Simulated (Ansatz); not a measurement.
## doublet SiS(-): levels of theory in one basis

```xyz
2

Si    0.0000    0.0000   -1.0199
S     0.0000    0.0000    1.0199
```

Basis set: def2-SVP (spherical functions). Left uncorrelated: 10 orbitals. Correlation on ROHF uses semicanonical orbitals with singles. Charge -1, multiplicity 2.

Computed with Ansatz (development build ahead of 0.2.0); each method stands on the lowest determinant of its kind that the runs found.

| method | E − E(ROHF) (eV) | <S²> of the determinant |
| --- | --- | --- |
| ROHF | 0.00 | 0.75 |
| UHF | -0.10 | 0.77 |
| ROHF-MP2 | -5.39 | – |
| UHF-MP2 | -5.36 | 0.77 |
| ROHF-CCSD(T) | -6.28 | – |
| UHF-CCSD(T) | -6.28 | 0.77 |

**Question.** Is a single determinant a sound starting point here?

**Answer.** By this sign, yes. Unrestricted orbitals gain 0.10 eV and <S²> is 0.77 against 0.75 for a pure state.

Caution: no diffuse functions for an anion.
